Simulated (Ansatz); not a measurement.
## Ansatz (development build ahead of 0.2.0) run

```yaml
crystal:
  periodic: [false, false, false]
  atoms:
    - { symbol: O, position_ang: [0.0, 0.0, 0.0] }
    - { symbol: H, position_ang: [0.0, 0.0, 8.0] }
basis:
  gaussian: { orbitals: pcseg-2 }
total_charge: 1
magnetization:
  initial_magnetization: 2
hamiltonian:
  xc: pbe
```

The input is written out in the form of the current development build from the run's settings.

Output:

- Converged: yes
- Total energy: -75.06324 hartree
- Spin squared of the determinant: 2.000
- Stability test: minimum among restricted orbitals

Caution: stretched shape with no unrestricted run beside it, a lower state can exist; charge can spread falsely over distant fragments.
